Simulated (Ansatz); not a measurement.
`NCC=C=O` and `O=C=CF` differ in one atom or group.

Ansatz, PBE0-D4/def2-TZVP geometries, multiplicity 1. Each molecule was computed in one conformer, which needn't be the lowest.

```
                                      property  `NCC=C=O`
         HOMO–LUMO gap (B3LYP/def2-TZVPP) / eV       5.46
size of the dipole moment (PBE/def2-TZVPP) / D       2.60
             LUMO energy (PBE/def2-TZVPP) / eV      -1.95
            HOMO energy (PBE0/def2-TZVPP) / eV      -6.77
zero-point energy (PBE0-D4/def2-TZVP) / kJ/mol      208.0
            LUMO energy (PBE0/def2-TZVPP) / eV      -0.82
```

Problem. What does the change do to each property? (Estimate.)

Solution. Computed: 
```json
{"property": "HOMO–LUMO gap (B3LYP/def2-TZVPP) / eV", "`O=C=CF`": "4.40", "shift": "-1.06"}
{"property": "size of the dipole moment (PBE/def2-TZVPP) / D", "`O=C=CF`": "1.21", "shift": "-1.39"}
{"property": "LUMO energy (PBE/def2-TZVPP) / eV", "`O=C=CF`": "-3.26", "shift": "-1.31"}
{"property": "HOMO energy (PBE0/def2-TZVPP) / eV", "`O=C=CF`": "-6.99", "shift": "-0.22"}
{"property": "zero-point energy (PBE0-D4/def2-TZVP) / kJ/mol", "`O=C=CF`": "66.8", "shift": "-141.2"}
{"property": "LUMO energy (PBE0/def2-TZVPP) / eV", "`O=C=CF`": "-2.11", "shift": "-1.29"}
```

With PBE0 the HOMO falls by 0.22 eV and the LUMO falls by 1.29 eV, so the gap narrows by about 1.07 eV. PBE moves the HOMO by -0.10 eV and ωB97M-V by -0.24 eV. The zero-point energy changes by -141.2 kJ/mol with -15 modes. Dipoles are sizes alone; their direction can turn.

B3LYP here is the variant with VWN-RPA as its local correlation; programs differ in this.
